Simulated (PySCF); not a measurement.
Compound: oxonium, H3O (charge +1).
InChI=1S/H2O/h1H2/p+1

Linear response at CAM-B3LYP/def2-SVPD (PySCF, frozen core in the response, non-relativistic). Isolated species at its PBE0-D3(BJ)/def2-SVP geometry, gas phase.

Static isotropic polarisability: 6.51 au (0.96 Å³), principal values 5.6, 7.0, 7.0 au.

**Question.** What is the polarisability at 1064 nm and at the sodium D line?

**Answer.** 6.53 au at 1064 nm (+0.3 %), 6.57 au at 589.3 nm (+1.0 %). The lowest singlet lies at 108 nm, shorter than both wavelengths.

**Question.** What is the isotropic C6 coefficient between two such ions, C6 = (3/π)∫α(iω)² dω?

**Answer.** 28.01 au (Eh·bohr⁶) by a ten-point quadrature over imaginary frequencies, which is 16.7 eV·Å⁶ or 1.61 J·nm⁶/mol.

**Question.** Which effective excitation energy ω̄ makes London's formula C6 = (3/4)α²ω̄ exact here?

**Answer.** ω̄ = 4·C6/(3α²) = 0.882 Eh = 24.0 eV. London's choice of the ionisation energy (24.87 eV, ΔSCF at the same level) gives C6 = 29 au, 4 % too high.

**Question.** What does −C6/R⁶ come to at R = 12 Å between centres?

**Answer.** -0.54 J/mol. This is the leading, orientation-averaged term; C8 and higher terms are left out. The Coulomb repulsion of the two net charges at that distance is 116 kJ/mol.

**Question.** What three-body coefficient follows from the one-pole estimate C9 = (3/4)·α·C6?

**Answer.** 137 au. This is an estimate from the two numbers above, not a computed integral.

**Question.** What molar refraction at the D line follows from R = (4π/3)·N_A·α′, with α′ the polarisability volume?

**Answer.** α′ = 0.97 Å³ gives R = 2.46 cm³/mol, for isolated, non-vibrating species.

**Question.** How anisotropic is the static polarisability, by Δα² = ½[(α1 − α2)² + (α2 − α3)² + (α3 − α1)²]?

**Answer.** Δα = 1.4 au, or 0.21 of the isotropic value.

**Question.** How many electrons N does the Slater–Kirkwood formula C6 = (3/4)·√N·α^(3/2) need to give this C6?

**Answer.** N = (4·C6/3)²/α³ = 5.1; the species has 10 electrons in all.

**Question.** The lowest 6 singlets have (eV, f): 11.46, 0.041; 13.71, 0.012; 13.71, 0.012; 16.36, 0.000; 16.36, 0.000; 16.36, 0.000. What share of the static polarisability do they carry in the sum over states α = Σ f/ω²?

**Answer.** 0.32 au, 5.0 % of α; the largest term, 0.23 au, is that of the state at 11.46 eV. Their oscillator strengths add up to 0.07. Higher states carry the rest.
